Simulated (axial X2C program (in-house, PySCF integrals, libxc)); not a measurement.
# Linear AlNC⁻ at several levels

Aim: the two bond lengths and stretching wavenumbers of linear AlNC⁻, with and without spin–orbit coupling, at PBE0, HF, BHandHLYP, MP2.

Method: all-electron X2C, two-component (2c) or spin-free, Al dyall-v3z, N dyall-av3z, C dyall-v3z; program: an in-house X2C program for linear molecules on PySCF integrals.

All values are calculated.

2 further runs of the same task are left out: 2 set aside as unsound or not needed.

## (1) Set-up

task.json

```json
{"zs": [13, 7, 6], "q": -1, "bas": ["dyall-v3z", "dyall-av3z", "dyall-v3z"], "r0": [1.92, 1.17], "symm": 0, "scan": ["PBE0", "HF", "BHandHLYP"], "levels": ["PBE0", "HF", "B3LYP"], "nst": 2}
```

Keys: zs atomic numbers; q charge; bas basis sets; r0 starting distance in Å; symm equal bonds; scan levels of the two-bond scan (MP2 follows by itself at each HF point); levels methods; nst determinants followed.

The run is started by

```sh
$ python solin.py task.json out
```

Masses Al 26.982, N 14.003, C 12.000 u.

## (2) Scan at PBE0, 2c

State: Ω = 1/2 (beyond evenly filled blocks: ω = 1/2). Energies above the lowest point, from the job's result record:

| r(Al–N) (Å) | r(N–C) (Å) | E (meV) |
| --- | --- | --- |
| 1.9003 | 1.1446 | 58.01 |
| 1.9003 | 1.1740 | 10.72 |
| 1.9003 | 1.2033 | 53.06 |
| 1.9490 | 1.1446 | 44.36 |
| 1.9490 | 1.1740 | 0.00 |
| 1.9490 | 1.2033 | 45.73 |
| 1.9490 | 1.2327 | 165.23 |
| 1.9977 | 1.1446 | 51.86 |
| 1.9977 | 1.1740 | 9.87 |
| 1.9977 | 1.2033 | 58.35 |
| 2.0465 | 1.1740 | 35.40 |
| 2.0465 | 1.2327 | 211.41 |

A quadratic surface with cubic terms in each bond gives the minimum at 1.948 and 1.173 Å, force constants 1.39, 16.8 and coupling 0.31 mdyn/Å.

## (3) Scan at HF, 2c

State: Ω = 1/2 (beyond evenly filled blocks: ω = 1/2). Energies above the lowest point, from the job's result record:

| r(Al–N) (Å) | r(N–C) (Å) | E (meV) |
| --- | --- | --- |
| 1.9003 | 1.1446 | 15.72 |
| 1.9003 | 1.1740 | 42.10 |
| 1.9003 | 1.2033 | 161.25 |
| 1.9490 | 1.1446 | 0.00 |
| 1.9490 | 1.1740 | 28.25 |
| 1.9490 | 1.2033 | 149.71 |
| 1.9490 | 1.2327 | 347.23 |
| 1.9977 | 1.1446 | 6.49 |
| 1.9977 | 1.1740 | 36.20 |
| 1.9977 | 1.2033 | 159.47 |
| 2.0465 | 1.1740 | 60.55 |
| 2.0465 | 1.2327 | 387.07 |

A quadratic surface with cubic terms in each bond gives the minimum at 1.957 and 1.151 Å, force constants 1.41, 19.9 and coupling 0.21 mdyn/Å.

## (4) Scan at BHandHLYP, 2c

State: Ω = 1/2 (beyond evenly filled blocks: ω = 1/2). Energies above the lowest point, from the job's result record:

| r(Al–N) (Å) | r(N–C) (Å) | E (meV) |
| --- | --- | --- |
| 1.9003 | 1.1446 | 14.49 |
| 1.9003 | 1.1740 | 9.41 |
| 1.9003 | 1.2033 | 93.99 |
| 1.9490 | 1.1446 | 2.47 |
| 1.9490 | 1.1740 | 0.00 |
| 1.9490 | 1.2033 | 87.65 |
| 1.9490 | 1.2327 | 249.31 |
| 1.9977 | 1.1446 | 11.35 |
| 1.9977 | 1.1740 | 10.94 |
| 1.9977 | 1.2033 | 101.01 |
| 2.0465 | 1.1740 | 37.25 |
| 2.0465 | 1.2327 | 296.03 |

A quadratic surface with cubic terms in each bond gives the minimum at 1.948 and 1.160 Å, force constants 1.38, 18.2 and coupling 0.27 mdyn/Å.

## (5) The levels side by side

| level | r(Al–N) (Å) | r(N–C) (Å) | lower stretch (cm⁻¹) | upper stretch (cm⁻¹) |
| --- | --- | --- | --- | --- |
| PBE0, 2c | 1.948 | 1.173 | 421.6 | 2104.3 |
| HF, 2c | 1.957 | 1.151 | 423.9 | 2293.9 |
| BHandHLYP, 2c | 1.948 | 1.160 | 419.4 | 2190.0 |
| MP2, 2c | 1.992 | 1.186 | 393.4 | 2157.1 |
| PBE0, spin-free | 1.948 | 1.173 | 421.7 | 2104.3 |
| HF, spin-free | 1.956 | 1.151 | 423.9 | 2293.9 |
| BHandHLYP, spin-free | 1.948 | 1.160 | 419.4 | 2190.0 |
| MP2, spin-free | 1.992 | 1.186 | 393.5 | 2157.4 |

Scans not shown above were run alike.

What this shows: Over the levels the Al–N bond spans 1.948 to 1.992 Å and the N–C bond 1.151 to 1.186 Å. At PBE0 spin–orbit coupling leaves both bonds unchanged to 0.001 Å. Each state is one determinant, the lowest of a limited PBE0 search; the stretches come from a fit to few points and are good to some per cent at best. MP2 freezes inner shells (threshold -2 hartree). For an anion the highest level of a functional can be positive, and the basis then holds the extra electron. The molecule was held linear; bending was not examined, so a bent shape may lie lower. Note: functional without a current term on a determinant with orbital currents, of the molecule or an atom.
